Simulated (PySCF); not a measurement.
SF4, optimised at HF/6-31G*:

```xyz
5

S      0.2978    -0.2625     0.1424
F      0.2109     0.4007    -1.2506
F     -0.6333    -1.4576    -0.4676
F      1.0278     1.1074     0.6500
F     -0.9775     0.2584     0.8424
```

Computed with PySCF (xtb for GFN2) and rigid-rotor harmonic-oscillator thermochemistry at 1 bar. 6-31G* has spherical d functions here. All species are closed-shell singlets. B3LYP is the form with VWN-RPA correlation.

List the harmonic frequencies (cm⁻¹, unscaled) at this level and at the other levels, each on its own geometry.


- HF/6-31G*: 238, 394, 510, 579, 581, 654, 862, 995, 999
- B3LYP/6-31G*: 197, 327, 432, 489, 496, 586, 810, 853, 869
- GFN2-xTB: 144, 230, 299, 320, 351, 559, 710, 732, 776
- PBE/def2-SVP: 194, 307, 405, 463, 469, 558, 789, 808, 830
- PBE0/def2-TZVP: 225, 351, 463, 528, 532, 564, 748, 873, 903
